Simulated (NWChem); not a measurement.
Extrapolating the MP2 correlation energy of Li2

```
Li
Li 1 2.7871
```
Charge 0, spin multiplicity 1.

Program: NWChem. The geometry was optimised at PBE0/def2-SVP, a minimum by its harmonic frequencies.

The correlated methods freeze no orbitals. The structure started from a generated list of species.

Worked example. The MP2 correlation energy is -44.33 mHa in cc-pVTZ and -53.97 mHa in cc-pVQZ. The form E(X) = E∞ + A/X³ turns the pair into an estimate of the basis-set limit.

E∞ = (4³·(-53.97) − 3³·(-44.33))/(4³ − 3³) = -61.0 mHa. The larger basis holds 88 % of that. This is a two-point estimate.
